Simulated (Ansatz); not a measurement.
A calculation on 1T (CdI2-type) TiS2 returned lattice constant a 3.315 Å, lattice parameter c 5.445 Å.

For reference: lattice constant a 3.407 Å (measured, temperature not stated, no zero-point or thermal correction; as tabulated in Chianelli et al. (1975), doi:10.1016/0025-5408(75)90100-2); lattice parameter c 5.695 Å (measured, temperature not stated, no zero-point or thermal correction; as tabulated in Chianelli et al. (1975), doi:10.1016/0025-5408(75)90100-2).

Q: Which level of theory produced these numbers?
A. LDA (Ansatz, a first-principles code)
B. PBE-D3(BJ) (Ansatz)
C. PBE0-D4 (Ansatz)
D. PBE0 (Ansatz)

A: A, LDA (Ansatz)

The others give: PBE0-D4 3.378 Å, 5.681 Å; PBE0 3.410 Å, 6.544 Å; PBE-D3(BJ) 3.359 Å, 5.519 Å.

Unless a cell is named, each level is at its own relaxed cell (LDA 17.27, PBE-D3(BJ) 17.98, PBE0 21.96, PBE0-D4 18.72 Å³/atom).

Caveats: LDA has no dispersion term either, though it tends to give short spacings of layers, chains or molecules (LDA); exact exchange on metals is sensitive to the k mesh and can open a false gap (PBE0-D4); the cell comes from a level without a dispersion term, which matters for the spacing of layers, chains or molecules (PBE0). Ansatz's density-functional and Hartree–Fock values are scalar-relativistic unless marked +SOC, with PAW data made under PBE.
